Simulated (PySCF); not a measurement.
**LiN2: quartet, from a side-on start**

Aim: relax LiN2 as a quartet from a side-on start, check by its vibrations whether the end is a minimum, and collect its spectrum and constants.

Program: PySCF 2.14.0. Level of theory: PBE0, basis Li def2-TZVP, N def2-TZVP, no relativity, density fitting. These are calculated values, not measurements.

### Step 1. Starting geometry

3 atoms, charge 0, spin multiplicity 4.

Bond lengths: Li1–N2 2.101 Å, Li1–N3 2.101 Å, N2–N3 1.200 Å. Angles: N2–Li1–N3 33.2°, Li1–N2–N3 73.4°, Li1–N3–N2 73.4°.

```xyz
3
charge 0 multiplicity 4
Li    0.0000    0.0000    0.0000
N     0.6000    0.0000    2.0137
N    -0.6000    0.0000    2.0137
```

### Step 2. First SCF at the start

One driver script runs all steps and calls PySCF; scf.py shows how it sets up the SCF of each step. The optimiser is the driver's own. After this first run the driver tries any further starts and a stability analysis.

File scf.py:

```python
from pyscf import gto, scf, dft
mol = gto.M(atom='''
Li     0.000000     0.000000     0.000000
N      0.600000     0.000000     2.013700
N     -0.600000     0.000000     2.013700''',
    basis={'Li': 'def2-TZVP', 'N': 'def2-TZVP'},
    charge=0, spin=3)
mf = dft.UKS(mol, xc='PBE0')
mf.grids.atom_grid = (50, 194)
aux = {'Li': 'def2-universal-JKFIT', 'N': 'def2-universal-JKFIT'}
mf = mf.density_fit(auxbasis=aux)
mf.conv_tol = 1e-08
mf.diis_space = 10
mf.max_cycle = 60
mf.init_guess = 'minao'
mf.verbose = 4
mf.kernel()
```

Run with:

```
OMP_NUM_THREADS=2 python axn.py task.json out
```

Log:

```text
init E= -116.918877182417
[... the frontier-level lines of each cycle are left out ...]
cycle= 1 E= -116.669610550677  delta_E= 0.249  |g|= 0.126  |ddm|= 1.38
cycle= 2 E= -116.677142400742  delta_E= -0.00753  |g|= 0.111  |ddm|= 0.337
cycle= 3 E= -116.683592145143  delta_E= -0.00645  |g|= 0.0341  |ddm|= 0.153
cycle= 4 E= -116.684722313858  delta_E= -0.00113  |g|= 0.0102  |ddm|= 0.0403
cycle= 5 E= -116.685201182872  delta_E= -0.000479  |g|= 0.00707  |ddm|= 0.0301
cycle= 6 E= -116.685700049869  delta_E= -0.000499  |g|= 0.00427  |ddm|= 0.0492
cycle= 7 E= -116.685844876777  delta_E= -0.000145  |g|= 0.00184  |ddm|= 0.0296
cycle= 8 E= -116.685868854775  delta_E= -2.4e-05  |g|= 0.000526  |ddm|= 0.0139
cycle= 9 E= -116.685870482189  delta_E= -1.63e-06  |g|= 0.000194  |ddm|= 0.00321
cycle= 10 E= -116.685870715564  delta_E= -2.33e-07  |g|= 9.04e-05  |ddm|= 0.00186
cycle= 11 E= -116.685870721864  delta_E= -6.3e-09  |g|= 2.35e-05  |ddm|= 0.000228
Extra cycle  E= -116.68587072221  delta_E= -3.46e-10  |g|= 9.08e-06  |ddm|= 6.08e-05
converged SCF energy = -116.68587072221  <S^2> = 3.7605199  2S+1 = 4.0052565
```

This step, with its further starts and checks, took 6.8 s on 2 threads of Arm Neoverse V2, shared host.

The starts that the driver tried:

```tsv
start	energy (Eh)
the minimal-basis guess	-116.685871
a thermally smeared density	-116.685871
a smeared PBE density	-116.685871
```

The test of internal stability and the other starts found no lower solution of this spin.

### Step 3. Relaxing the quartet from the side-on start

The program finds C2v symmetry in the start, which this walk keeps. The walk stops when the largest gradient is under 0.0003 Eh/bohr and the energy has settled too.

scf.py, as its differences from that of step 2:

```diff
@@ -3,3 +3,3 @@
-Li     0.000000     0.000000     0.000000
-N      0.600000     0.000000     2.013700
-N     -0.600000     0.000000     2.013700''',
+Li     0.000000     0.000000    -1.610295
+N      0.600000     0.000000     0.403405
+N     -0.600000     0.000000     0.403405''',
@@ -15 +14,0 @@
-mf.init_guess = 'minao'
```

Steps of the walk:

```tsv
step	energy (Eh)	change (kJ/mol)	largest symmetric gradient (Eh/bohr)
0	-116.685871	0.00	0.18108
1	-116.714214	-74.42	0.02506
2	-116.716415	-80.19	0.02141
3	-116.720069	-89.79	0.00883
4	-116.720450	-90.79	0.00287
5	-116.720500	-90.92	0.00133
6	-116.720503	-90.93	0.00047
7	-116.720503	-90.93	0.00017
```

The walk took 6.8 s.

Positions (Å) and forces (eV/Å) along the way:

```
step 0
Li   0.000   0.000  -1.610   0.000   0.000   1.507
N    0.600   0.000   0.403   9.311   0.000  -0.754
N   -0.600   0.000   0.403  -9.311   0.000  -0.754
step 1
Li   0.000   0.000  -1.565   0.000   0.000   1.289
N    0.690   0.000   0.381  -0.057   0.000  -0.644
N   -0.690   0.000   0.381   0.057   0.000  -0.644
step 4
Li   0.000   0.000  -1.420   0.000   0.000   0.148
N    0.698   0.000   0.308  -0.134   0.000  -0.074
N   -0.698   0.000   0.308   0.134   0.000  -0.074
step 7
Li   0.000   0.000  -1.408   0.000   0.000  -0.003
N    0.697   0.000   0.302  -0.009   0.000   0.001
N   -0.697   0.000   0.302   0.009   0.000   0.001
```

After 7 steps and 90.9 kJ/mol it ends at C2v: Li–N 1.847 Å (×2), N–N 1.393 Å; Li–N–N 67.8° (×2), N–Li–N 44.3°.

### Step 4. Hessian and properties

On the finer grid the gradient is checked again; gradients at displacements of ±0.02 bohr then give force constants and infrared intensities.

scf.py, as its differences from that of step 3:

```diff
@@ -3,3 +3,3 @@
-Li     0.000000     0.000000    -1.610295
-N      0.600000     0.000000     0.403405
-N     -0.600000     0.000000     0.403405''',
+Li     0.000000     0.000000    -1.369521
+N      0.696511     0.000000     0.343431
+N     -0.696511     0.000000     0.343431''',
@@ -9 +9 @@
-mf.grids.atom_grid = (50, 194)
+mf.grids.atom_grid = (75, 302)
@@ -12 +12 @@
-mf.conv_tol = 1e-08
+mf.conv_tol = 1e-10
```

This SCF starts from the last density.

SCF at the final geometry:

```text
init E= -116.720466051699
[... the frontier-level lines of each cycle are left out ...]
cycle= 1 E= -116.720466051705  delta_E= -5.26e-12  |g|= 5.92e-06  |ddm|= 6.71e-06
Extra cycle  E= -116.720466051678  delta_E= 2.69e-11  |g|= 1.09e-05  |ddm|= 9.86e-06
converged SCF energy = -116.720466051678  <S^2> = 3.7655374  2S+1 = 4.0077612
```

The whole step took 17 s.

Geometry: C2v; Li–N 1.849 Å (×2), N–N 1.393 Å; Li–N–N 67.9° (×2), N–Li–N 44.3°.

Harmonic modes (main isotopes):

| symmetry | ω (cm⁻¹) | IR (km/mol) |
| --- | --- | --- |
| b2 | 362 | 31.0 |
| a1 | 610 | 88.5 |
| a1 | 1046 | 100 |

All wavenumbers are real: a minimum.

Properties at this point:

| Item | Value |
| --- | --- |
| Dipole moment | 5.28 D |
| Highest occupied level | -4.48 eV |
| Lowest empty level | -4.41 eV |
| Rotational constants | 1.241, 1.024, 0.561 cm⁻¹ |
| Zero-point energy | 12.1 kJ/mol |
| Principal polarisabilities | 12.8, 22.1, 27.8 bohr³ |
| Atomisation energy without zero-point energy | 435 kJ/mol |
| Principal traceless quadrupole moments about the centre of mass | -7.94, -4.00, 11.94 D Å |
| Entropy at 298.15 K and 1 bar (electronic part: spin only) | 250.9 J/(mol K) |
| Heat capacity Cp at 298.15 K | 45.4 J/(mol K) |
| Enthalpy at 298.15 K above 0 K | 11.32 kJ/mol |
| Rotational symmetry number | 2 |
| Spin squared ⟨S²⟩ | 3.766 |

Charges (e) and bond orders:

```
atom  Mulliken  Löwdin  polar tensor  spin (Mulliken)  Mayer order to Li1
 Li1      0.74    0.54          0.71             0.04                   –
N2,3     -0.37   -0.27         -0.36             1.48                0.25
```

Outer orbital energies (eV). α occupied: -56.00, -25.82, -16.46, -11.38, -10.05, -9.57, -5.89, -4.48; empty: -1.14, 0.99, 1.34, 2.03. β occupied: -390.85, -390.85, -55.91, -23.35, -13.23, -8.35, -7.36; empty: -4.41, -0.98, 0.12, 0.77.

Mulliken populations on Li1: s 2.07, p 0.19.

### Step 5. Summary of results

| quantity | value |
| --- | --- |
| minimum | quartet, C2v |
| geometry | Li–N 1.849 Å (×2), N–N 1.393 Å; Li–N–N 67.9° (×2), N–Li–N 44.3° |
| wavenumbers (cm⁻¹) | 362 (b2), 610 (a1), 1046 (a1) |
| dipole moment | 5.28 D |
| highest occupied, lowest empty level (either spin) | -4.48, -4.41 eV |
| polar-tensor charge of Li1 | +0.71 e |
| zero-point energy | 12.1 kJ/mol |
| entropy at 298.15 K | 250.9 J/(mol K) |
| atomisation energy (no zero-point energy) | 435 kJ/mol |
| ⟨S²⟩ | 3.766 |

What this shows: The molecule stays C2v, as typed, and the end point is a minimum. In the infrared the band at 1046 cm⁻¹ (a1) leads. With 5.3 D the molecule is strongly polar. Other starts or spin states, not run here, may lie lower.

The search up to here took 31 s.
